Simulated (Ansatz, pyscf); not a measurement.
NH₃ + NH₂• → H₂N–NH₂ + H•, a substitution at N on the doublet surface: H–N broken, N–N formed. PySCF, gas phase, ωB97X-D3(BJ)/def2-SVP geometries. Wave-function energies: Ansatz (a program for electronic structure), frozen core, RHF or UHF references. In kJ/mol, from the separated reactants.

| level | barrier | reaction energy |
|---|---|---|
| M06-2X/def2-TZVP | 213.91 | +159.27 |
| PBE0-D3(BJ)/def2-TZVP | 194.87 | +159.90 |
| CCSD(T)/cc-pV(D+d)Z | 213.72 | +174.83 |
| CCSDT(Q)/cc-pV(D+d)Z | 211.40 | +174.79 |
| CCSD(T)/cc-pV(T+d)Z | 219.06 | +180.95 |
| CCSD(T)/cc-pV(Q+d)Z | 218.93 | +179.28 |

In cc-pV(D+d)Z, going from CCSD(T) to CCSDT(Q) shifts the barrier by -2.32 and the reaction energy by -0.04 kJ/mol. With HF in the quadruple-zeta basis and the correlation energy extrapolated as X⁻³ from X = 3, 4, CCSD(T) gives 217.30 and +177.41; adding the double-zeta shift gives ΔE‡ = 214.98 and ΔE = +177.37 kJ/mol, without core correlation, relativity or geometry relaxation at these levels. The same reactants have a lower exit, to NH₃ + NH₂• (barrier +41.26 kJ/mol at ωB97M-D3(BJ), against +214.57 kJ/mol here). One saddle was located; it need not be the lowest between these sides. The angle at the attacked N is 157°. The CCSD(T) − MP2 part came from Ansatz, without density fitting, on the same reference.
